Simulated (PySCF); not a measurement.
# Ionisation of propiolaldehyde

Parent: `C#CC=O` (C3H2O). Numbering: `[CH:1]#[C:2][CH:3]=[O:4]`

Computed at ωB97X-D3(BJ)/ma-def2-TZVP // PBE0-D3(BJ)/def2-SVP with PySCF (density fitting, grid level 2). The prefix ma- adds one diffuse s and one diffuse p function on all atoms but H. Thermal corrections: PBE0-D3(BJ)/def2-SVP frequencies, unscaled, ideal gas at 298.15 K and 1 bar, quasi-RRHO entropy.

Frontier levels of the parent: HOMO -10.86 eV, LUMO -0.06 eV.

Oxidation to the radical cation:
```
Vertical ionisation energy (electronic)              : 10.75 eV
Adiabatic ionisation energy (with zero-point energy) : 10.58 eV
Adiabatic, electronic part                           : 10.64 eV
Vertical gap at the product's structure              : 10.46 eV
Inner reorganisation energy (four-point)             : 296 meV
Relaxation of product / of parent                    : 118 / 179 meV
⟨S²⟩ of the product                                  : 0.762
Largest spin populations                             : O4 0.94, H (on C3) 0.10, C2 0.09
Largest changes of atomic charge                     : O4 0.46, C1 0.26, H (on C3) 0.17
Distances that move most (Å)                         : C2–C3 1.451 → 1.388; C3–O4 1.203 → 1.231; C1–H 1.076 → 1.085; C3–H 1.117 → 1.125
Potential in acetonitrile                            : 8.04 V absolute, 3.50 V against Fc+/Fc computed at 4.54 V (solvation -23 → -266 kJ/mol)
```

Solvents are IEF-PCM continua (electrostatics only, gas-phase structures); absolute potentials refer to an electron at rest in vacuum. Fc+/Fc in acetonitrile, 4.54 V, is ωB97X-D3(BJ)/ma-def2-TZVP on PBE0-D3(BJ)/def2-SVP structures with GFN2-xTB thermal terms. Benchmark calculations put it near 5.0 V in acetonitrile and DMSO, so it is about 0.5 V low, and the value against it can read up to that much too high.

Measured values (NIST Chemistry WebBook, evaluated or the median of agreeing entries): adiabatic ionisation energy 10.80 eV (computed 10.58, difference -0.22).

Hardware: 1 thread of Arm Neoverse V1, shared with other jobs. Command: `OMP_NUM_THREADS=1 python redox_run.py task.json out`. Structures, frequencies and single points: 2.4 min.
